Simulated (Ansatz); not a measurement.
**Abstraction of Cl: SiH2(CH3)Cl + CF3 → SiH2(CH3) + CClF3**

Species: SiH2(CH3)Cl ((chlorosilyl)methane), singlet; CF3 (trifluoromethyl radical) `F[C](F)F`, doublet; SiH2(CH3), doublet; CClF3 `FC(F)(F)Cl`, singlet. A radical takes Cl: the energy is the difference in strength between the Si–Cl bond broken and the C–Cl bond made.

Shapes, held fixed at every level: PBE0-D4/def2-TZVP. Programs: Ansatz 0.2.0. The zero-point and thermal change to 298 K, harmonic and unscaled (PBE0-D4/def2-TZVP), is -2.9 kJ/mol.

| level | kind | ΔH(298 K) (kJ/mol) | less CCSD(T)/CBS estimate | CPU time (sum over the molecules) |
| --- | --- | --- | --- | --- |
| HF/def2-SVP | Hartree–Fock | +129.4 | +21.7 | – |
| HF/def2-TZVPP | Hartree–Fock | +138.7 | +31.0 | – |
| SPW92/def2-TZVPP | LDA | +78.2 | -29.5 | 9.4 s |
| B3LYP-D4/def2-TZVPP | global hybrid | +110.5 | +2.8 | 25 s |
| r2SCAN0-D4/def2-TZVPP | global hybrid | +112.4 | +4.7 | 35 s |
| wB97X-V/def2-TZVPP | range-separated hybrid | +109.3 | +1.6 | 51 s |
| CCSD(T)/def2-SVP | coupled cluster or CI | +87.8 | -19.9 | 11 s |
| CCSD(T)/CBS estimate | coupled cluster or CI | +107.7 | 0.0 | 5.1 min |

The highest level, CCSD(T)/CBS estimate, gives ΔH(298 K) = +107.7 kJ/mol; the levels span +78.2 to +138.7. The column of differences is taken from that level and isn't an error. No measured value is set beside it here. Open shells run unrestricted unless RO is named. The CBS estimate extrapolates MP2 from def2-TZVPP and def2-QZVPP and adds CCSD(T) − MP2 in the triple-zeta set, cores frozen. Times are processor times on shared x86 and Arm servers, and rough.
